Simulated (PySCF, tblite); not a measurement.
**C3H4ClFO+ (doublet): geometry, infrared bands and EPR parameters**

What infrared bands and EPR parameters should C3H4ClFO+ (doublet) (`FCO[CH+][CH]Cl`) show?

Computed with tblite 0.8.0 and PySCF 2.14.0, with density-fitted response routines of our own, on a single molecule in the gas phase. Atoms count from 0, in the outputs and in this text.

## Step 1: The molecule as given

10 atoms, charge 1, multiplicity 2; geometry from: force field or distance geometry start.

Bonds of the start (Å): F0–C1 1.36, C1–O2 1.41, O2–C3 1.37, C3–C4 1.42, C4–Cl5 1.70, C1–H6 1.09, C1–H7 1.11, C3–H8 1.08, C4–H9 1.08.

## Step 2: Optimising the geometry with GFN2-xTB

The job: settings as JSON, then the geometry in Å.

```
{"job": {"kind": "relax", "xc": "GFN2-xTB", "basis": "xTB"}, "charge": 1, "multiplicity": 2}
F      2.054900     0.931700     0.146200
C      1.660500    -0.364700     0.158600
O      0.349800    -0.468700    -0.346400
C     -0.562700     0.235600     0.392900
C     -1.929700     0.077500     0.062200
Cl    -3.153500     0.919500     0.898500
H      2.341400    -0.933800    -0.480700
H      1.731600    -0.748400     1.196800
H     -0.188800     0.914000     1.146000
H     -2.294700    -0.558100    -0.735100
```

Started as:

```sh
$ OMP_NUM_THREADS=1 python probes_run.py task.json out
```

One launch serves the whole session: the jobs run in the order shown.

The log of the run:

```text
step      E/eV     max force
  0    -578.57266    2.945
  1    -578.72326    0.866
  2    -578.75257    0.538
  3    -578.77469    0.342
  4    -578.78258    0.353
  5    -578.80415    0.256
  6    -578.81030    0.236
  7    -578.81581    0.230
  8    -578.82090    0.208
  9    -578.82659    0.217
 10    -578.83160    0.232
 11    -578.83678    0.274
 12    -578.84357    0.324
 13    -578.85294    0.311
 14    -578.86208    0.236
 15    -578.86841    0.191
 16    -578.87231    0.167
 17    -578.87544    0.159
 18    -578.87862    0.131
 19    -578.88135    0.123
 20    -578.88374    0.139
 21    -578.88662    0.160
 22    -578.89088    0.181
 23    -578.89601    0.248
 24    -578.90061    0.243
 25    -578.90428    0.244
 26    -578.90792    0.208
 27    -578.91124    0.156
 28    -578.91609    0.183
 29    -578.91980    0.175
 30    -578.92304    0.138
 31    -578.92541    0.127
 32    -578.92757    0.145
 33    -578.92923    0.247
 34    -578.93254    0.207
 35    -578.93585    0.131
 36    -578.93778    0.129
 37    -578.93898    0.113
 38    -578.94049    0.121
 39    -578.94210    0.127
 40    -578.94356    0.105
 41    -578.94475    0.110
 42    -578.94628    0.132
 43    -578.94860    0.152
 44    -578.95140    0.133
 45    -578.95338    0.105
 46    -578.95414    0.081
 47    -578.95439    0.086
 48    -578.95473    0.066
 49    -578.95496    0.034
 50    -578.95509    0.027
 51    -578.95514    0.025
 52    -578.95518    0.025
 53    -578.95524    0.022
 54    -578.95530    0.023
 55    -578.95534    0.015
 56    -578.95536    0.009
```

Run time: 0.28 s. Hardware: 1 thread of Intel Xeon Platinum 8375C at 2.90GHz, shared host.

Relaxation path: (not every step is listed)

| step | energy from step 0 (eV) | largest force (eV/Å) |
| --- | --- | --- |
| 0 | 0.0000 | 2.9448 |
| 1 | -0.1506 | 0.8661 |
| 2 | -0.1799 | 0.5376 |
| 3 | -0.2020 | 0.3424 |
| 4 | -0.2099 | 0.3531 |
| 5 | -0.2315 | 0.2564 |
| 6 | -0.2376 | 0.2364 |
| 7 | -0.2432 | 0.2301 |
| 8 | -0.2482 | 0.2081 |
| 12 | -0.2709 | 0.3237 |
| 16 | -0.2996 | 0.1670 |
| 20 | -0.3111 | 0.1389 |
| 24 | -0.3279 | 0.2426 |
| 28 | -0.3434 | 0.1830 |
| 32 | -0.3549 | 0.1452 |
| 36 | -0.3651 | 0.1294 |
| 40 | -0.3709 | 0.1053 |
| 44 | -0.3787 | 0.1328 |
| 48 | -0.3821 | 0.0656 |
| 51 | -0.3825 | 0.0247 |
| 52 | -0.3825 | 0.0254 |
| 53 | -0.3826 | 0.0218 |
| 54 | -0.3826 | 0.0235 |
| 55 | -0.3827 | 0.0151 |
| 56 | -0.3827 | 0.0094 |

Close pairs (by a distance rule), those that changed most:

| bond | before (Å) | after (Å) | change (Å) |
| --- | --- | --- | --- |
| O2–C3 | 1.369 | 1.300 | -0.069 |
| C4–Cl5 | 1.705 | 1.658 | -0.046 |
| C3–C4 | 1.415 | 1.384 | -0.031 |
| F0–C1 | 1.355 | 1.338 | -0.017 |
| C1–H6 | 1.094 | 1.104 | +0.011 |
| C3–H8 | 1.080 | 1.091 | +0.010 |
| C1–O2 | 1.408 | 1.400 | -0.008 |
| C1–H7 | 1.109 | 1.104 | -0.005 |

The end geometry stands in the next job.

## Step 3: Harmonic vibrations with GFN2-xTB

The job: settings as JSON, then the geometry in Å.

```
{"job": {"kind": "ir", "xc": "GFN2-xTB", "basis": "xTB"}, "charge": 1, "multiplicity": 2}
F      1.934442     0.788418     0.757457
C      1.672739    -0.396627     0.194531
O      0.298916    -0.586540     0.003099
C     -0.586150     0.305593     0.336601
C     -1.927800     0.048146     0.115242
Cl    -3.107314     1.143612     0.513618
H      2.173305    -0.449413    -0.788421
H      2.049038    -1.200320     0.851613
H     -0.264207     1.245181     0.786861
H     -2.234087    -0.893395    -0.331564
```

The log of the run:

```text
mode    cm-1     km/mol
  1     102.9     15.68
  2     127.2      1.09
  3     162.3      0.46
  4     241.9     18.29
  5     318.1      6.09
  6     386.5      2.79
  7     615.0     14.44
  8     776.2     35.18
  9     884.2      8.48
 10     885.3     29.51
 11     959.6     23.26
 12     989.1      0.30
 13    1105.3    135.37
 14    1131.7      0.17
 15    1174.5      3.24
 16    1208.3      9.35
 17    1243.7      0.05
 18    1309.1      7.52
 19    1362.6    153.80
 20    1454.0      4.81
 21    2848.7     20.58
 22    2866.5    120.99
 23    2988.2      2.74
 24    3016.2     45.65
```

Run time: 0.23 s. Hardware: 1 thread of Intel Xeon Platinum 8375C at 2.90GHz, shared host.

The strongest bands and the atoms that carry them (share of the mass-weighted mode):

| cm⁻¹ | km/mol | atoms |
| --- | --- | --- |
| 776 | 35.2 | H9 59 %, C4 27 %, C3 12 % |
| 885 | 29.5 | H8 64 %, C3 18 % |
| 960 | 23.3 | O2 35 %, C1 29 %, C4 11 % |
| 1105 | 135.4 | C1 52 %, F0 37 % |
| 1363 | 153.8 | H6 40 %, H7 40 % |
| 2849 | 20.6 | H6 49 %, H7 42 % |
| 2866 | 121.0 | H7 51 %, H6 44 % |
| 3016 | 45.6 | H9 89 % |

## Step 4: g tensor and hyperfine couplings: B3LYP/pcH-1

Settings changed since step 3:

```diff
@@ -1,2 +1,2 @@
-{"job": {"kind": "ir", "xc": "GFN2-xTB", "basis": "xTB"}, "charge": 1, "multiplicity": 2}
+{"job": {"kind": "epr", "basis": "pcH-1"}, "charge": 1, "multiplicity": 2}
 F      1.934442     0.788418     0.757457
```

Method: UKS B3LYP, pcH-1 on C Cl F H O, non-relativistic, mean-field spin-orbit, GIAO.

The log of the run:

```text
UKS, coarse grid
  cycle   1  E = -751.56884074  |g| = 4.93e-01
  cycle   2  E = -751.43727999  |g| = 7.85e-01
  cycle   3  E = -751.64831550  |g| = 1.03e-01
  cycle   4  E = -751.65111009  |g| = 6.24e-02
  cycle   5  E = -751.65247748  |g| = 1.38e-02
  cycle   6  E = -751.65253664  |g| = 4.81e-03
  cycle   7  E = -751.65254547  |g| = 2.14e-03
  cycle   8  E = -751.65254882  |g| = 1.05e-03
  cycle   9  E = -751.65254923  |g| = 3.00e-04
UKS, final grid
  cycle   1  E = -751.65253609  |g| = 3.87e-04
  cycle   2  E = -751.65253600  |g| = 5.80e-04
  cycle   3  E = -751.65253616  |g| = 1.06e-04
  cycle   4  E = -751.65253616  |g| = 2.27e-05
E = -751.65253616 Eh   <S^2> = 0.7533 (exact 0.7500)
g shifts (ppm)      1          2          3
  rmc          -242       -242       -242
  gc             -8         47         55
  oz_so        -268      10143      17610
  total        -518       9947      17423
hyperfine (MHz)  atom isotope    a_iso     a_fc   dipolar eigenvalues
    0   19F      -0.36      -0.55    -12.02     -7.85     19.87
    1   13C     -12.01     -12.01     -2.35      0.61      1.74
    2   17O     -26.71     -26.72    -81.68     40.03     41.65
    3   13C      -6.97      -6.89    -17.83    -14.08     31.90
    4   13C      30.00      29.34    -38.35    -36.32     74.67
    5  35Cl      11.30      10.12    -47.90    -43.06     90.96
    6    1H      53.75      53.74     -3.11     -1.90      5.01
    7    1H      53.31      53.30     -3.10     -1.91      5.02
    8    1H     -14.79     -14.80     -7.76     -4.67     12.43
    9    1H     -30.83     -30.95    -15.47     -4.54     20.00
```

Run time: 37 s. Hardware: 1 thread of Intel Xeon Platinum 8375C at 2.90GHz, shared host; peak memory 0.59 GiB.

Principal g values 2.00180, 2.01227, 2.01974; g(iso) = 2.01127, against 2.00232 for a free electron.

Mean a(iso) over the nuclei that a row names, and the largest dipolar term of the row (other rows stand at the frozen geometry):

| nuclei | isotope | a(iso) (MHz) | a(iso) (G, at g = 2.0023) | largest dipolar term (MHz) |
| --- | --- | --- | --- | --- |
| H6, H7 | 1H | 53.5 | 19.1 | 5.0 |
| H9 | 1H | -30.8 | -11.0 | 20.0 |
| C4 | 13C | 30.0 | 10.7 | 74.7 |
| O2 | 17O | -26.7 | -9.5 | -81.7 |
| H8 | 1H | -14.8 | -5.3 | 12.4 |
| C1 | 13C | -12.0 | -4.3 | -2.4 |
| Cl5 | 35Cl | 11.3 | 4.0 | 91.0 |
| C3 | 13C | -7.0 | -2.5 | 31.9 |
| F0 | 19F | -0.4 | -0.1 | 19.9 |

Mulliken spin populations:

| atom | value (e) |
| --- | --- |
| F0 | 0.00 |
| C1 | -0.01 |
| O2 | 0.21 |
| C3 | 0.17 |
| C4 | 0.40 |
| Cl5 | 0.21 |
| H6 | 0.02 |
| H7 | 0.02 |
| H8 | -0.01 |
| H9 | -0.02 |

In first order the couplings over 0.8 MHz of 1H, 35Cl give 48 distinct lines over 66.6 G, if the averaged nuclei exchange fast.

Orbitals, density, ELF and potential are computed afterwards from the orbital file.

ELF in a plane through or near 8 of the atoms.

Ten even steps from ' ' (0.00) to '@' (1.00):
```
                                                        
                                                        
                                                        
                                        ....            
                ......      --++..    ::----::          
              ::==****--  ::%%@@##    ++####++::        
            ..++%%%%%%##  ++@@@@@@    ##@@@@%%++..      
            ..++%%++##**  **@@@@%%..  ##%%==**##==      
              ..++####::  ==%%##**--::**::++..%%**::    
              ..----------++==--==%%++%%**--**@@##--    
              --**....**######..##%%..**####%%@@##::    
            ..++%%++--##==++##--**++..======####++..    
            ..--****::++%%%%##....**@@@@==  ..--::      
              ..::..  --%%%%##..  %%@@@@##              
                      ..++**==    @@@@@@%%              
                        ....      ##@@@@++              
                                  ::++==..              
                                                        
                                                        
                                                        
```
The map spans 11.7 Å across and 8.0 Å up, centred on the molecule. Atoms in the plane (x, y in Å): F0 (-1.8, 1.2), C1 (-1.7, -0.1), O2 (-0.4, -0.6), C3 (0.6, 0.2), C4 (1.9, -0.3), Cl5 (3.3, 0.7), H8 (0.5, 1.3), H9 (2.1, -1.4).

On the surface of density 0.002 e/bohr³ the electrostatic potential runs, from the 1st to the 99th percentile, from 3.05 V near F0 to 6.16 V near O2.

The spin density lies nearest to C4 30 %; Cl5 23 %; O2 20 %; C3 15 %.

## Step 5: Outcome

| quantity | value |
| --- | --- |
| strongest single infrared mode (GFN2-xTB) | 1363 cm⁻¹, 154 km/mol |
| zero-point energy (GFN2-xTB) | 40.3 kcal/mol |
| g(iso) (B3LYP) | 2.01127 |
| ⟨S²⟩ | 0.753 (exact 0.75) |
| largest a(iso) (averaged by class) | 1H on H6, H7, 53.5 MHz |

Relaxing lowered the energy by 0.383 eV in 56 steps; the close pair that moved most is O2–C3, from 1.369 to 1.300 Å. All 24 modes are real, so the xTB geometry is a minimum. The strongest single mode, at 1363 cm⁻¹, moves mainly H6 and H7. Unscaled tight-binding wavenumbers are off by several per cent, some by more. Its intensities can rank the bands wrongly. The largest share of the spin, 0.40 e, sits on C4. The isotropic g lies 9.0 ppt above the free-electron value.
